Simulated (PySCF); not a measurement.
# Ionisation and electron attachment of formyl

Parent: formyl, `[CH]=O` (CHO•, doublet). Optimised structure (Å), atoms numbered from 1:
```
C    -0.0227    0.3607   -0.0061
O     1.0525   -0.1431   -0.0219
H    -1.0088   -0.2235    0.0029
```

Level of theory: PBE0-D3(BJ)/ma-def2-TZVP single points in PySCF, grid level 2; every species was optimised with BP86-D3(BJ)/ma-def2-SVP. The prefix ma- adds one diffuse s and one diffuse p function on all atoms but H. Thermal corrections: BP86-D3(BJ)/ma-def2-SVP frequencies, unscaled, ideal gas at 298.15 K and 1 bar, quasi-RRHO entropy.

Frontier levels of the parent: HOMO -6.58 eV, LUMO -2.13 eV.

Oxidation to the singlet cation:
* Vertical ionisation energy (electronic): 9.79 eV
* Adiabatic ionisation energy (with zero-point energy): 8.41 eV
* Adiabatic, electronic part: 8.32 eV
* Vertical gap at the product's structure: 7.07 eV
* Inner reorganisation energy (four-point): 2714 meV
* Relaxation of product / of parent: 1464 / 1250 meV
* Largest changes of atomic charge: C1 0.45, O2 0.33, H (on C1) 0.21
* Distances that move most (Å): C1–O2 1.187 → 1.119; C1–H 1.146 → 1.118
* Potential in DMF: 5.20 V absolute, 0.80 V against Fc+/Fc computed at 4.40 V (solvation -11 → -327 kJ/mol)
* Potential in DMSO: 5.18 V absolute, 0.79 V against Fc+/Fc computed at 4.39 V (solvation -11 → -329 kJ/mol)

Vertical ionisation energy to the triplet cation: 14.02 eV. This state was not relaxed.

Reduction to the singlet anion:
- Vertical electron affinity (electronic): -0.11 eV
- Adiabatic electron affinity (with zero-point energy): 0.21 eV
- Adiabatic, electronic part: 0.13 eV
- Vertical gap at the product's structure: 0.65 eV
- Largest changes of atomic charge: C1 -0.44, O2 -0.30, H (on C1) -0.26
- Distances that move most (Å): C1–H 1.146 → 1.259; C1–O2 1.187 → 1.244
- Potential in DMF: 2.91 V absolute, -1.49 V against Fc+/Fc computed at 4.40 V (solvation -11 → -272 kJ/mol)
- Potential in DMSO: 2.92 V absolute, -1.46 V against Fc+/Fc computed at 4.39 V (solvation -11 → -274 kJ/mol)

Reduction to the triplet anion:
```
Vertical electron affinity (electronic)              : -0.66 eV
Adiabatic electron affinity (with zero-point energy) : -0.61 eV
Adiabatic, electronic part                           : -0.64 eV
Vertical gap at the product's structure              : -0.28 eV
⟨S²⟩ of the product                                  : 2.007
Largest spin populations                             : C1 1.32, O2 0.58, H (on C1) 0.10
Largest changes of atomic charge                     : C1 -0.60, O2 -0.33
Distances that move most (Å)                         : C1–O2 1.187 → 1.264; C1–H 1.146 → 1.137
Potential in DMF                                     : 2.06 V absolute, -2.33 V against Fc+/Fc computed at 4.40 V (solvation -11 → -267 kJ/mol)
Potential in DMSO                                    : 2.08 V absolute, -2.31 V against Fc+/Fc computed at 4.39 V (solvation -11 → -269 kJ/mol)
```

Solvents are IEF-PCM continua (electrostatics only, gas-phase structures); absolute potentials refer to an electron at rest in vacuum. Fc+/Fc in DMF, 4.40 V, is PBE0-D3(BJ)/ma-def2-TZVP on PBE0-D3(BJ)/def2-SVP structures with GFN2-xTB thermal terms. Benchmark calculations put it near 5.0 V in acetonitrile and DMSO, so it is about 0.6 V low, and the value against it can read up to that much too high. Fc+/Fc in DMSO, 4.39 V, is PBE0-D3(BJ)/ma-def2-TZVP on PBE0-D3(BJ)/def2-SVP structures with GFN2-xTB thermal terms. Benchmark calculations put it near 5.0 V in acetonitrile and DMSO, so it is about 0.6 V low, and the value against it can read up to that much too high.

Against the Active Thermochemical Tables (version 1.112): ionisation energy to the singlet cation 8.15 (computed 8.41, error 0.26) eV.

Known limits: the gas-phase triplet anion comes out unbound at this level, so its gas-phase values hang on the basis; a negative vertical affinity means that the electron isn't bound at that structure, so the value and what is derived from it hang on the basis.

Differences come from unrounded values, so a last digit can differ from that of the printed terms.
